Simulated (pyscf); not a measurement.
## Four-centre exchange: Cl–Ti(Cl)(Cl)–Cl (SMILES [Cl][Ti]([Cl])([Cl])[Cl]) + HO–SiH₃ (SMILES O[SiH3]) → HCl (SMILES Cl) + H₃Si–O–Ti(Cl)(Cl)–Cl (SMILES [SiH3][O][Ti]([Cl])([Cl])[Cl])

Gas phase, singlet surface, charge 0. Bonds broken: Cl1–Ti2, O6–H8. Bonds formed: Cl1–H8, Ti2–O6. PySCF, gas phase, ωB97X-D3(BJ)/def2-SVP geometries.

Transition state (Å):

```xyz
11

Cl     0.7680    -1.9827     0.3089
Ti    -1.5283    -0.8682    -0.2185
Cl    -1.7475    -2.1371    -1.9430
Cl    -3.0062     0.6806    -0.6593
Cl    -2.3645    -1.7269     1.5684
O     -0.1494     0.4244    -0.1146
Si    -0.0812     2.1257    -0.2320
H      0.6710    -0.5086     0.1338
H     -0.5089     2.5265    -1.5937
H      1.3417     2.4845     0.0037
H     -0.9527     2.7110     0.8149
```

One imaginary mode, 897i cm⁻¹; descent along it reached the two sides named, in the forms told below.

```csv
bond,change,reactant side (Å),saddle,product side
Cl1–Ti2,breaks,2.206,2.6,3.1
O6–H8,breaks,0.968,1.267,2.365
Cl1–H8,forms,2.6,1.488,1.285
Ti2–O6,forms,2.197,1.893,1.747
```

Electronic energies relative to the separated reactants (kcal/mol):

| level | barrier | reaction energy | reverse barrier |
|---|---|---|---|
| ωB97X-D3(BJ)/def2-TZVP | 5.3 | -3.0 | 8.4 |
| PBE/def2-TZVP | 8.3 | -1.4 | 9.7 |
| r²SCAN/def2-TZVP | 6.5 | -2.0 | 8.5 |
| B3LYP-D3(BJ)/def2-TZVP | 6.6 | -3.7 | 10.2 |
| PBE0-D3(BJ)/def2-TZVP | 6.0 | -2.6 | 8.7 |
| M06-2X/def2-TZVP | 5.9 | -3.7 | 9.6 |
| ωB97M-D3(BJ)/def2-TZVP | 8.6 | -4.2 | 12.8 |
| HF/def2-TZVP | 22.9 | -7.6 | 30.5 |

With ωB97M-D3(BJ)/def2-TZVP energies and thermal terms (ideal gas, 1 atm, RRHO with modes under 100 cm⁻¹ raised to 100, one conformer, R ln 2 for chiral ones without a mode under 150 cm⁻¹), in kcal/mol:

```csv
T (K),ΔH‡,ΔG‡,ΔH,ΔG
298,6.2,17.8,-5.4,-5.2
600,6.8,29.4,-4.9,-5.1
900,7.6,40.6,-4.5,-5.3
1200,8.5,51.4,-4.1,-5.7
```

On the reactant side the descent ends in an adduct with a O–Ti contact (not fully relaxed), 11.8 kcal/mol under the separated species and 17.1 kcal/mol under the saddle at ωB97X-D3(BJ)/def2-TZVP. What is counted as formed (O–Ti) is already present as a longer contact in the reactant adduct; forming that adduct is a step of its own. One saddle was located; it need not be the lowest between these sides.
